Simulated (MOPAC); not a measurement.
Job for MOPAC: PM6 on C2H2 (SMILES C#C).

```
PM6 1SCF PRECISE CHARGE=0 THREADS=1
C2H2

C     -0.41254600 1     1.67817500 1     0.00000000 1
C      0.41254600 1     2.56162700 1     0.00000000 1
H     -1.13202600 1     0.89080900 1     0.00000000 1
H      1.13465100 1     3.34577000 1     0.00000000 1
```

Output:

```
*******************************************************************************
 **                                                                           **
 **                              MOPAC v23.2.5                                **
 **                                                                           **
 *******************************************************************************
 ** MOPAC's Digital Object Identifier: https://doi.org/10.5281/zenodo.6511958 **
 **                                                                           **
 ** Please cite the open-source release paper for use of this MOPAC version:  **
 ** J. E. Moussa and J. J. P. Stewart (2026)                                  **
 ** MOPAC: An open-source semiempirical molecular orbital program             **
 ** J. Open Source Softw., 11(119), 8025, https://doi.org/10.21105/joss.08025 **
 *******************************************************************************

                              PM6 CALCULATION RESULTS

 *******************************************************************************
 *  PM6        - The PM6 Hamiltonian to be used
 *
 *
 *
 *                 CHARGE ON SYSTEM = 0
 *
 *
 *
 *  PRECISE    - TIGHTER CRITERIA TO BE USED
 *  1SCF       - DO 1 SCF AND THEN STOP
 *  THREADS=1  - MULTI-THREADING NOT USED
 *  T=         - A TIME OF 172800.0 SECONDS REQUESTED
 *  DUMP=N     - RESTART FILE WRITTEN EVERY 7200.0 SECONDS REQUESTED
 *******************************************************************************
PM6 1SCF PRECISE CHARGE=0 THREADS=1
 C2H2

   ATOM   CHEMICAL          X               Y               Z
  NUMBER   SYMBOL      (ANGSTROMS)     (ANGSTROMS)     (ANGSTROMS)

     1       C         -0.41254600  *   1.67817500  *   0.00000000  *
     2       C          0.41254600  *   2.56162700  *   0.00000000  *
     3       H         -1.13202600  *   0.89080900  *   0.00000000  *
     4       H          1.13465100  *   3.34577000  *   0.00000000  *



          CARTESIAN COORDINATES

    NO.       ATOM           X           Y           Z

     1         C         -0.4125      1.6782      0.0000
     2         C          0.4125      2.5616      0.0000
     3         H         -1.1320      0.8908      0.0000
     4         H          1.1347      3.3458      0.0000

 General Reference for PM6:
 "Optimization of Parameters for Semiempirical Methods V: Modification of NDDO Approximations
 and Application to 70 Elements", J. J. P. Stewart, J. Mol. Mod., 13, 1173-1213 (2007)
 URL: https://link.springer.com/article/10.1007/s00894-007-0233-4

           Empirical Formula: C2 H2  =     4 atoms



      MOLECULAR POINT GROUP   :   D*h


      RHF CALCULATION, NO. OF DOUBLY OCCUPIED LEVELS = 5


 -------------------------------------------------------------------------------
 PM6 1SCF PRECISE CHARGE=0 THREADS=1
 C2H2



     1SCF WAS SPECIFIED, SO BFGS WAS NOT USED
     SCF FIELD WAS ACHIEVED


                              PM6 CALCULATION
                                                       MOPAC v23.2.5 Linux




          FINAL HEAT OF FORMATION =         57.48586 KCAL/MOL =     240.52084 KJ/MOL


          COSMO AREA              =         67.14 SQUARE ANGSTROMS
          COSMO VOLUME            =         49.47 CUBIC ANGSTROMS

          IONIZATION POTENTIAL    =         11.485777 EV
          HOMO LUMO ENERGIES (EV) =        -11.486  1.670
          NO. OF FILLED LEVELS    =          5
          MOLECULAR WEIGHT        =         26.0378         POINT GROUP:  D*h

          MOLECULAR DIMENSIONS (Angstroms)

            Atom       Atom       Distance
            H     4    H     3     3.34136
            C     2    C     1     0.00690
            C     1    C     2     0.00000


          SCF CALCULATIONS        =          1





   ATOM   CHEMICAL          X               Y               Z
  NUMBER   SYMBOL      (ANGSTROMS)     (ANGSTROMS)     (ANGSTROMS)

     1       C         -0.41254600  *   1.67817500  *   0.00000000  *
     2       C          0.41254600  *   2.56162700  *   0.00000000  *
     3       H         -1.13202600  *   0.89080900  *   0.00000000  *
     4       H          1.13465100  *   3.34577000  *   0.00000000  *

                             CARTESIAN COORDINATES

   1    C       -0.412546000     1.678175000     0.000000000
   2    C        0.412546000     2.561627000     0.000000000
   3    H       -1.132026000     0.890809000     0.000000000
   4    H        1.134651000     3.345770000     0.000000000


           Empirical Formula: C2 H2  =     4 atoms



      MOLECULAR POINT GROUP   :   D*h


                  EIGENVALUES
 -26.28626 -19.72714 -15.55565 -11.48582 -11.48578   1.66962   1.66978   5.02704
   6.21915   7.00914


              NET ATOMIC CHARGES AND DIPOLE CONTRIBUTIONS

  ATOM NO.   TYPE          CHARGE      No. of ELECS.   s-Pop       p-Pop
    1          C          -0.198697        4.1987     1.16200     3.03669
    2          C          -0.198643        4.1986     1.16187     3.03677
    3          H           0.198738        0.8013     0.80126
    4          H           0.198602        0.8014     0.80140
 DIPOLE           X         Y         Z       TOTAL
 POINT-CHG.     0.002    -0.004     0.000     0.004
 HYBRID         0.000    -0.000    -0.000     0.000
 SUM            0.002    -0.004    -0.000     0.004


          ATOMIC ORBITAL ELECTRON POPULATIONS

     Atom    s        px        py        pz
    1  C   1.16200   1.01642   1.02030   0.99997
    2  C   1.16187   1.01620   1.02054   1.00003
    3  H   0.80126
    4  H   0.80140

 **********************
 *                    *
 * JOB ENDED NORMALLY *
 *                    *
 **********************




 == MOPAC DONE ==
```

The run finished.

Cost: around 0.020 core-seconds (rough).
